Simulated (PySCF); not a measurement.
**Electric properties by functional and basis**

Species: HCF (singlet state).
SMILES: `[CH]F`

PySCF, dipoles from the SCF density, polarisabilities from static response with core orbitals frozen. Geometry: PBE0-D3(BJ)/def2-SVP; no solvent, vibrations or thermal averaging.

Task: How do dipole and polarisability depend on functional and basis here?

Result: 

| level | μ (D) | α (au) | anisotropy (au) |
| --- | --- | --- | --- |
| LDA/def2-SVPD | 1.589 | 16.70 | 3.82 |
| PBE/def2-SVPD | 1.515 | 16.52 | 4.01 |
| B3LYP/def2-SVPD | 1.517 | 15.89 | 3.60 |
| PBE0/def2-SVPD | 1.527 | 15.72 | 3.49 |
| BHandHLYP/def2-SVPD | 1.545 | 15.09 | 3.16 |
| CAM-B3LYP/def2-SVPD | 1.557 | 15.69 | 3.34 |
| wB97X-D/def2-SVPD | 1.551 | 15.82 | 3.21 |
| LC-wPBE/def2-SVPD | 1.585 | 15.47 | 3.11 |
| HF/def2-SVPD | 1.593 | 14.36 | 2.72 |
| PBE0/6-31G* | 1.368 | 11.21 | 5.99 |
| PBE0/def2-SVP | 1.520 | 11.75 | 5.48 |
| PBE0/6-31+G* | 1.617 | 13.97 | 5.05 |
| PBE0/aug-cc-pVDZ | 1.505 | 16.10 | 4.07 |
| PBE0/def2-TZVP | 1.487 | 14.23 | 5.39 |
| PBE0/def2-TZVPD | 1.491 | 16.38 | 3.79 |
| PBE0/aug-cc-pVTZ | 1.495 | 16.54 | 3.89 |

The anisotropy is √(½[(α1 − α2)² + (α2 − α3)² + (α3 − α1)²]). The dipole runs from 1.37 D (PBE0/6-31G*) to 1.62 D (PBE0/6-31+G*). No reference polarisability is at hand; against PBE0 in the largest diffuse basis at hand (aug-cc-pVTZ) the other PBE0 rows deviate by 6-31G* -32%, def2-SVP -29%, 6-31+G* -16%, def2-SVPD -5%, aug-cc-pVDZ -3%, def2-TZVP -14%, def2-TZVPD -1%. In one basis (def2-SVPD) the functionals order the polarisability from HF (lowest) to LDA (highest), a spread of 16%. With PBE0 the polarisability is 12.40 au without diffuse functions (mean of 6-31G*, def2-SVP and def2-TZVP) and 15.74 au with them (mean of 6-31+G*, def2-SVPD, aug-cc-pVDZ, def2-TZVPD and aug-cc-pVTZ).
